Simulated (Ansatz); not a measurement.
Geometry optimisation, RKS PBE0-D4/def2-SVP (Ansatz).

Input file:

```yaml
crystal:
  periodic: [false, false, false]
  atoms:
    - { symbol: Al, position_ang: [0.0, 0.0, 0.0] }
    - { symbol: O, position_ang: [0.0, 0.0, 2.13] }
    - { symbol: H, position_ang: [-0.9095, -0.2814, 2.4671] }
    - { symbol: H, position_ang: [1.351, 0.0, -0.78] }
    - { symbol: H, position_ang: [-1.351, 0.0, -0.78] }
    - { symbol: P, position_ang: [0.1156, 2.4456, 0.8135] }
    - { symbol: H, position_ang: [0.6761, 2.4854, 2.1176] }
    - { symbol: H, position_ang: [0.927, 3.2022, -0.0729] }
    - { symbol: H, position_ang: [0.0596, 1.2596, 1.9613] }
basis:
  gaussian: { orbitals: def2-SVP }
hamiltonian:
  xc: pbe0
  dispersion: d4
relax:
  f_tol: 0.15
  max_steps: 25
  restrain:
    - { distance: [0, 5], at: 2.28, k: 30.0 }
    - { distance: [8, 1], at: 1.01, k: 30.0 }
    - { distance: [0, 1], at: 2.98, k: 30.0 }
    - { distance: [8, 5], at: 2.62, k: 30.0 }
```

Command:

```bash
$ ansatz run input.yaml --threads 1 --pin off --max-ram 2048MiB --backend cpu --events-out ev --progress --plain --runs-dir out
```

Task: Where does it end, and by what steps?

Result: It converged. The restraints hold the end off the free minimum. After 18 steps the energy has fallen by 2.189 eV (the restraints' own energy left out); H7 moved furthest, 1.98 Å. Parted: Al1–O2 (2.13 → 2.96 Å). Joined: O2–H9 (1.27 → 0.99 Å).

```json
{"step": "0", "energy less start (eV)": "0.0000", "largest force component (eV/Å)": "4.069", "accepted": "yes"}
{"step": "1", "energy less start (eV)": "-0.7042", "largest force component (eV/Å)": "3.575", "accepted": "yes"}
{"step": "2", "energy less start (eV)": "-1.0369", "largest force component (eV/Å)": "2.808", "accepted": "yes"}
{"step": "3", "energy less start (eV)": "-1.4339", "largest force component (eV/Å)": "2.632", "accepted": "yes"}
{"step": "4", "energy less start (eV)": "-1.8476", "largest force component (eV/Å)": "1.349", "accepted": "yes"}
{"step": "5", "energy less start (eV)": "-1.9278", "largest force component (eV/Å)": "1.122", "accepted": "yes"}
{"step": "6", "energy less start (eV)": "-1.9628", "largest force component (eV/Å)": "1.110", "accepted": "yes"}
{"step": "7", "energy less start (eV)": "-1.9839", "largest force component (eV/Å)": "1.224", "accepted": "yes"}
{"step": "8", "energy less start (eV)": "-2.0012", "largest force component (eV/Å)": "1.260", "accepted": "yes"}
{"step": "9", "energy less start (eV)": "-2.0521", "largest force component (eV/Å)": "0.891", "accepted": "yes"}
{"step": "10", "energy less start (eV)": "-2.0804", "largest force component (eV/Å)": "0.877", "accepted": "yes"}
{"step": "11", "energy less start (eV)": "-2.0977", "largest force component (eV/Å)": "0.897", "accepted": "yes"}
{"step": "12", "energy less start (eV)": "-2.1035", "largest force component (eV/Å)": "0.923", "accepted": "yes"}
{"step": "13", "energy less start (eV)": "-2.1626", "largest force component (eV/Å)": "0.890", "accepted": "yes"}
{"step": "14", "energy less start (eV)": "-2.1703", "largest force component (eV/Å)": "0.772", "accepted": "yes"}
{"step": "15", "energy less start (eV)": "-2.1855", "largest force component (eV/Å)": "0.878", "accepted": "yes"}
{"step": "16", "energy less start (eV)": "-2.1673", "largest force component (eV/Å)": "1.180", "accepted": "no"}
{"step": "17", "energy less start (eV)": "-2.1872", "largest force component (eV/Å)": "0.860", "accepted": "yes"}
{"step": "18", "energy less start (eV)": "-2.1894", "largest force component (eV/Å)": "0.839", "accepted": "yes"}
```

```xyz
9
Properties=species:S:1:pos:R:3
Al 0.327 0.533 -0.234
O -0.459 -0.276 2.504
H -1.422 -0.323 2.550
H 1.587 -0.403 -0.466
H -1.102 0.236 -0.868
P 0.541 2.471 0.982
H 1.842 2.871 0.567
H -0.186 3.336 0.114
H -0.259 0.667 2.708
```

The run took 58 s on 1 thread of Intel(R) Xeon(R) Platinum 8259CL CPU @ 2.50GHz (Skylake/Cascade Lake) (shared host), peak memory 0.17 GiB.
